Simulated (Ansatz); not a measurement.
# SiHCl (triplet): the correlation ladder at distance Cl1–H2 along a hydrogen transfer = 1.672 Å, cc-pVDZ

Aim: climb from Hartree-Fock through coupled cluster and multireference methods for SiHCl (triplet) at one geometry and basis, and see what each rung misses.

Program: Ansatz 0.2.0, Gaussian basis. Level of theory: cc-pVDZ, core rule «outside noble gas», up to 10 orbitals frozen. These are calculated values, not measurements.

The runs, in order: UHF; CCSD(T) on ROHF; CCSD(T) on UHF; BCCD(T) on ROHF; CISD; CCSDT(Q) on ROHF; CCSDT(Q) on UHF; CCSDTQ on ROHF; CASSCF and MRCISD+Q, 4 electrons in 4 orbitals; CASSCF and NEVPT2, 4 electrons in 4 orbitals; CASSCF and MRCISD+Q, 12 electrons in 9 orbitals; CASSCF and NEVPT2, 12 electrons in 9 orbitals.

**1. The geometry**

The geometry derives from fragments relaxed apart (PBE0/def2-TZVP) and kept rigid, so it is no stationary point. A hydrogen atom is moved between rigid fragments.

3 atoms, charge 0, spin multiplicity 3.

Atoms are counted from 1 here; the program's logs count them from 0.

Bond lengths: H2–Si3 1.440 Å.

**2. UHF**

Contents of in.yaml:

```yaml
crystal:
  periodic: [false, false, false]
  atoms:
    - {symbol: Cl, position_ang: [0.000000, 0.000000, -1.594667]}
    - {symbol: H, position_ang: [0.000000, 0.000000, 0.077333]}
    - {symbol: Si, position_ang: [0.000000, 0.000000, 1.517333]}
basis:
  gaussian: {orbitals: cc-pVDZ}
magnetization: {spin_polarized: true, initial_magnetization: 2}
hamiltonian: {xc: hf}
output: {orbitals: {seedname: orbitals}}
```

On the command line:

```
ansatz run in.yaml --threads 1 --pin off --events-out ev --progress --plain --max-ram 4096MiB --backend cpu
```

The runs that follow: CCSD(T) on ROHF; CCSD(T) on UHF; BCCD(T) on ROHF; CISD; CCSDT(Q) on ROHF; CCSDT(Q) on UHF; CCSDTQ on ROHF; CASSCF and MRCISD+Q, 4 electrons in 4 orbitals; CASSCF and NEVPT2, 4 electrons in 4 orbitals; CASSCF and MRCISD+Q, 12 electrons in 9 orbitals; CASSCF and NEVPT2, 12 electrons in 9 orbitals.

**Question.** What will the summary of the whole plan be? Wanted: RCCSDTQ below the RHF energy; RMP2 from RCCSDTQ; UMP2 from RCCSDTQ; RCCSD from RCCSDTQ; RCCSD(T) from RCCSDTQ; UCCSD(T) from RCCSDTQ; RCCSDT(Q) from RCCSDTQ; UCCSDT(Q) from RCCSDTQ; NEVPT2 pair from RCCSDTQ.

As calculated:

| quantity | value |
| --- | --- |
| RCCSDTQ below the RHF energy | -6.7931 eV |
| RMP2 from RCCSDTQ | +107.9 kJ/mol |
| UMP2 from RCCSDTQ | +113.0 kJ/mol |
| RCCSD from RCCSDTQ | +17.9 kJ/mol |
| RCCSD(T) from RCCSDTQ | +3.9 kJ/mol |
| UCCSD(T) from RCCSDTQ | +4.0 kJ/mol |
| RCCSDT(Q) from RCCSDTQ | +0.1 kJ/mol |
| UCCSDT(Q) from RCCSDTQ | 0.0 kJ/mol |
| NEVPT2 pair from RCCSDTQ | +97.5 kJ/mol |
| NEVPT2 valence from RCCSDTQ | +129.5 kJ/mol |
| MRCISD+Q valence from RCCSDTQ | +3.8 kJ/mol |
| levels within 1 kcal/mol (43 meV) | RCCSD(T), UCCSD(T), BCCD(T), RCCSDT, UCCSDT, RCCSDT(Q), UCCSDT(Q), MRCISD+Q valence |
| T1 diagnostic | 0.025 |
| effectively unpaired electrons | 2.03 |

In words: RCCSD(T) misses by +3.9 kJ/mol, 0.6 % of the correlation energy. One determinant dominates. Of the multireference levels listed MRCISD+Q valence comes nearest in total energy (+3.8 kJ/mol), which doesn't show that its space is the better one. These misses are within one basis, not against nature; the frozen cores of restricted and unrestricted runs differ, which can shift their rows.
